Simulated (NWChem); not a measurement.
Species: hydrazine (N2H4); SMILES NN

Computed with NWChem. Pople sets run with spherical d functions. Each level has its own optimisation; frequencies are unscaled.

```
level                                 r N–N (Å)  highest harmonic frequency (cm⁻¹)  lowest (cm⁻¹)  zero-point energy (kcal/mol)  dipole (D)
------------------------------------  ---------  ---------------------------------  -------------  ----------------------------  ----------
Hartree-Fock/STO-3G                       1.458                                [?]            [?]                           [?]        2.26
Hartree-Fock/3-21G                        1.450                               3766            489                          35.3        2.22
Hartree-Fock/6-31G*                       1.413                               3822            481                          36.4        2.25
B3LYP/6-31G*                              1.435                               3543            442                          33.6        2.19
LDA (Slater exchange, VWN5)/def2-SVP      1.385                               3473            531                          32.2        1.91
PBE/def2-SVP                              1.422                               3450            452                          32.3        2.03
BLYP/def2-SVP                             1.442                               3405            421                          31.9        2.04
PBE0/def2-SVP                             1.403                               3601            483                          33.7        2.03
```

**Question.** Fill in the missing entries.

**Answer.** 
- Hartree-Fock/STO-3G, highest harmonic frequency (cm⁻¹): 4052
- Hartree-Fock/STO-3G, lowest (cm⁻¹): 324
- Hartree-Fock/STO-3G, zero-point energy (kcal/mol): 38.5
